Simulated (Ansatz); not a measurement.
Ansatz (a first-principles code) input (CCSD(T)/aug-cc-pVDZ):

Ansatz 0.2 input:
```yaml
crystal:
  periodic: [false, false, false]
  atoms:
    - {symbol: C, position_ang: [-0.16236090, -1.63160929, 0.00472890]}
    - {symbol: C, position_ang: [0.56869988, -0.51929546, -0.00222610]}
    - {symbol: C, position_ang: [-0.00500061, 0.78581138, -0.00177715]}
    - {symbol: H, position_ang: [-1.24346061, -1.60018079, 0.01115878]}
    - {symbol: H, position_ang: [0.31248639, -2.60293919, 0.00410686]}
    - {symbol: H, position_ang: [1.65159121, -0.55725999, -0.00865172]}
    - {symbol: N, position_ang: [-0.44694960, 1.85013432, -0.00156684]}
basis:
  gaussian:
    orbitals: aug-cc-pVDZ
magnetization: {spin_polarized: false}
correlation: {method: ccsd_t, electrons: outside_noble_gas}
output: {forces: true}
```

End of the output:

```
integrals: 0.22 GiB planned
1199 factors; integrals over basis functions are off by at most 9.4e-4 eV
mean field: 0.42 GiB planned
mean field evaluation 1: about -4617.3771 eV, gradient 3.2e1 eV
mean field evaluation 2: about -4617.3794 eV, gradient 3.2e1 eV
mean field evaluation 4: about -4620.0893 eV, gradient 5.5e0 eV
mean field evaluation 8: about -4620.1801 eV, gradient 2.7e-1 eV
mean field evaluation 16: about -4620.1712 eV, gradient 1.5e0 eV
mean field -4620.18045293 eV, -169.7884999745 hartree, gradient 9.4e-7 eV, S^2 0.000000; 0 other end points of the search recorded, 0 dependent functions left out; unrestricted orbitals would lower it
4 core orbitals not correlated
reference -4620.18045293 eV, -169.7884999745 hartree; 10, 10 occupied and 105, 105 virtual orbitals, 1199 factors
densities: 1.19 GiB planned
second order -15.18251515 eV of doubles, -0.00000000 eV of singles
coupled cluster: 0.66 GiB planned
cycle   1  -15.24093797 eV  change   -5.8e-2 eV  update   1.0e-1
cycle   2  -15.72587230 eV  change   -4.8e-1 eV  update   3.3e-2
cycle   3  -15.85168139 eV  change   -1.3e-1 eV  update   1.7e-2
cycle   4  -15.85210267 eV  change   -4.2e-4 eV  update   4.9e-3
cycle   5  -15.85556453 eV  change   -3.5e-3 eV  update   2.1e-3
cycle   6  -15.85599642 eV  change   -4.3e-4 eV  update   5.2e-4
cycle   7  -15.85587591 eV  change    1.2e-4 eV  update   2.5e-4
cycle   8  -15.85590311 eV  change   -2.7e-5 eV  update   9.1e-5
cycle   9  -15.85589129 eV  change    1.2e-5 eV  update   3.7e-5
cycle  10  -15.85586878 eV  change    2.3e-5 eV  update   1.3e-5
cycle  11  -15.85586396 eV  change    4.8e-6 eV  update   4.3e-6
perturbative correction -0.71082648 eV, -0.0261223913 hartree
the calculation of the forces begins
Total energy: -4636.74714337 eV, -170.3973146187 hartree
Atom 0 at    -0.162361    -1.631609     0.004729 Å, force    -0.631023    -0.928453     0.005930 eV/Å
Atom 1 at     0.568700    -0.519295    -0.002226 Å, force     0.933436     0.367904    -0.006460 eV/Å
Atom 2 at    -0.005001     0.785811    -0.001777 Å, force     0.798260    -2.034901    -0.000121 eV/Å
Atom 3 at    -1.243461    -1.600181     0.011159 Å, force    -0.523039     0.014968     0.003111 eV/Å
Atom 4 at     0.312486    -2.602939     0.004107 Å, force     0.229801    -0.456015    -0.000333 eV/Å
Atom 5 at     1.651591    -0.557260    -0.008652 Å, force     0.471343    -0.033125    -0.002759 eV/Å
Atom 6 at    -0.446950     1.850134    -0.001567 Å, force    -1.278779     3.069621     0.000632 eV/Å
Dipole moment:     0.245789    -0.766872     0.000285 e Å
```
